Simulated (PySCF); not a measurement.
Compound: C₃H₅S (charge -1).
Structure used (PBE0-D3(BJ)/def2-SVP), in Å, numbered top down from 1:
```xyz
9
C3H5S angstrom
C      1.5643    0.0529   -0.2041
C      0.3662   -0.2924    0.2955
C     -0.9734    0.1503   -0.1855
S     -1.8091    1.0426    1.1644
H      1.6432    0.7107   -1.0780
H      2.5024   -0.2606    0.2678
H      0.3213   -0.9219    1.1950
H     -1.5503   -0.7464   -0.5037
H     -0.8417    0.7645   -1.1011
```

The closed-shell ground state was solved at several levels (PySCF, density fitting, gas phase, non-relativistic). The geometry's basis has no diffuse functions, a weakness for an anion. Where the HOMO energy is positive, the finite basis confines the outermost electrons. No diffuse functions stand in pcSseg-1 and pcSseg-2, which bears on an anion's orbital energies.

```tsv
level	basis functions	HOMO (eV)	LUMO (eV)	gap (eV)
PBE0/pcSseg-1	100	0.45	4.87	4.42
PBE/pcSseg-2	221	1.12	3.55	2.43
```

Question: Estimate the row for PBE0/def2-SVPD, a basis of 127 functions; the other rows only guide the guess.

Answer: HOMO -0.14 eV, LUMO 4.37 eV, gap 4.51 eV.

Question: Over all these levels, which gives the widest orbital gap and which the narrowest?

Answer: PBE0/def2-SVPD (global hybrid, 25 % exact exchange) has the widest, 4.51 eV, and PBE/pcSseg-2 (GGA) the narrowest, 2.43 eV. Functional and basis both differ between the two, so the spread mixes both effects.

One conformer stands for the species.
